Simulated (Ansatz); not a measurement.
## Which method gave which barrier?

Saddle point of BH4F, closed shell (BH₃ + HF → BH₂F ([BH2][F]) + H₂; bonds formed: B1–F6, H2–H5; bonds broken: B1–H2, H5–F6), PBE0-D4/def2-TZVP structure:

B1  (-0.318, 0.092, -0.230)
H2  (0.520, 0.907, 0.337)
H3  (-0.169, 0.098, -1.410)
H4  (-1.383, 0.161, 0.295)
H5  (0.836, -0.097, 0.599)
F6  (0.514, -1.161, 0.409)
(Å)

Ansatz 0.2.0; basis: def2-TZVPP, with def2-QZVPP for the basis limit; cores frozen in the correlated methods. B3LYP uses VWN-RPA correlation. Extrapolation: Hartree–Fock as exp(−7.88 √X), correlation as X^−2.97. Four methods, as single points on the PBE0-D4 structures, gave these electronic barriers from the start structure: 0.09, 12.05, 16.28, 26.10 kcal/mol.

Problem. The methods were, in alphabetical order, B3LYP-D4, BHLYP-D4, HF, SPW92. Which gave which? (A judgement: the text doesn't fix the answer.)

Solution. Computed: SPW92 0.09; B3LYP-D4 12.05; BHLYP-D4 16.28; HF 26.10 kcal/mol. For comparison, CCSD(T) at an estimated basis limit (MP2 extrapolated from triple and quadruple zeta, plus CCSD(T) − MP2 in triple zeta) gives 14.13 kcal/mol.

No T1 diagnostic of these runs exceeds 0.014. The end structure is not quite a true minimum (one mode of 34i cm⁻¹).

Labels in which every atom is bracketed show which atoms are joined, not bond orders.

For scale, one of the runs: CCSD(T)/def2-TZVPP, 118 basis functions, launched by `ansatz run in.yaml --threads 2 --pin off --events-out ev --progress --plain --max-ram 4352MiB`. The run took about 3.4 s on 2 CPU threads of an Intel Xeon (shared host).
